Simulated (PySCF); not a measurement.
**TDDFT excited states: CH4**

Species: CH4.
SMILES with atom numbers: `[CH4:1]` (hydrogens: H2, H3, H4, H5 on C1)

Method: PySCF, TDDFT CAM-B3LYP/aug-cc-pVTZ, vertical, gas phase, core orbitals frozen in the response. Isolated species at its PBE0-D3(BJ)/def2-TZVP geometry, gas phase.

```csv
state,E (eV),ν̃ (cm⁻¹),f,|μ| (D),symmetry,"main configurations (H = HOMO, L = LUMO)"
S1,9.90,79880,0.104,1.66,T2,H-2/H-1/H→L (≥89%)
S2,9.90,79890,0.104,1.66,T2,H-2/H-1/H→L (≥90%)
S3,9.91,79890,0.104,1.66,T2,H-2/H-1/H→L (≥89%)
S4,11.03,88930,0.0087,0.46,T2,"H-2/H-1/H→L+3 (≥37%), H-2/H-1/H→L+1/L+2 (≥33%)"
S5,11.03,88930,0.0086,0.45,T2,"H-2/H-1/H→L+1/L+2 (≥37%), H-2/H-1/H→L+3 (≥36%)"
S6,11.03,88940,0.0086,0.45,T2,H-2/H-1/H→L+1/L+2 (≥69%)
S7,11.09,89430,0.0000,0.01,–,H-2/H-1/H→L+1/L+2 (≥57%)
S8,11.09,89430,0.0000,0.00,–,"H-2/H-1/H→L+1/L+2 (≥41%), H-2/H-1/H→L+3 (≥26%)"
```

Triplets, Tamm–Dancoff:

| state | E (eV) | λ (nm) | main configurations (H = HOMO, L = LUMO) |
| --- | --- | --- | --- |
| T1 | 9.59 | 129.3 | H-2/H-1/H→L (≥81%), H-2/H-1/H→L+7 (≥13%) |
| T2 | 9.59 | 129.3 | H-2/H-1/H→L (≥81%), H-2/H-1/H→L+7 (≥13%) |
| T3 | 9.59 | 129.3 | H-2/H-1/H→L (≥81%), H-2/H-1/H→L+7 (≥13%) |

The lowest singlet level (S1/S2/S3) comes at 125 nm (956 kJ/mol) in the vacuum ultraviolet; it is strong. The lowest level is also the most intense of those listed (f = 0.312 summed). S1/S2/S3, S4/S5/S6 and S7/S8 lie within about 0.01 eV of each other in each set; the point group Td has degenerate representations, and within a degenerate level the listed configurations can mix freely. Löwdin shares by element: HOMO (one of a set within 0.03 eV) carbon 51%, hydrogen 42% or more; LUMO hydrogen 99%. The oscillator strengths of these states sum to 0.338; summed over the whole spectrum of an exact calculation they would give the number of electrons, 10 (Thomas–Reiche–Kuhn). Orbital energies (eV): HOMO-3 -21.09, HOMO-2 -12.51, HOMO-1 -12.51, HOMO -12.51, LUMO 0.31, LUMO+1 1.04, LUMO+2 1.04. Of the 8 states listed, 3 reach f = 0.01 and 2 stay under 0.0005. Symmetry labels in Td follow from the direction of the transition dipole and are given only for states with f of 0.002 or more. Orbitals of the list HOMO-3 to LUMO+2 that lie within 0.01 eV of each other are written together with a slash and their weights summed (≥ marks a lower bound); for degenerate orbitals outside that list single weights are arbitrary. Only the lowest 10 singlets were computed, as vertical energies without vibronic structure. The highest level found (11.12 eV, f 0.0000 so far) is left out, since the window may have cut off a degenerate partner.

The run took 2.4 s of wall time on one thread, Arm Neoverse V1 (aarch64) (shared host), and the process peaked at 0.41 GiB of memory.
